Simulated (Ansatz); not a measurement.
# Cd2P3I (C2/c, No. 15; cell taken from a computed entry)

Computed with HSE06 (Ansatz, a program for electronic structure, PAW).

Run with plane-wave cutoff 460 eV, 4×4×4 k mesh, Fermi–Dirac smearing 0.01 eV, scalar-relativistic PAW data made under PBE.

Cell (relaxed with PBEsol):

```xyz
12
Lattice="4.1033 -4.6261 -0.0073 4.1033 4.6261 -0.0073 -1.2447 0.0000 7.3682" Properties=species:S:1:pos:R:3 pbc="T T T"
Cd     1.7102     1.3297     2.0864
Cd     5.2517    -1.3297     5.2672
Cd     5.8741     1.3297     1.5831
Cd     1.0878    -1.3297     5.7705
P      3.1698    -2.8056     5.5188
P      3.7921     2.8056     1.8347
P      6.6103     0.4226     3.9387
P      0.3515    -0.4226     3.4149
P     -0.2708     0.4226     7.0990
P      7.2327    -0.4226     0.2546
I      3.1698     1.1165     5.5188
I      3.7921    -1.1165     1.8347
```

band gap: 1.83 eV
smallest direct gap on the k points sampled: 2.32 eV
direct gap at Γ: 2.77 eV

Note: cell and atoms aren't relaxed at this level (largest force component 0.27 eV/Å, pressure 1.9 GPa).

Spin–orbit coupling is not included; with these elements it can move the gap by several tenths of an eV or more.

The computed numbers hold no vibrational or temperature effects.
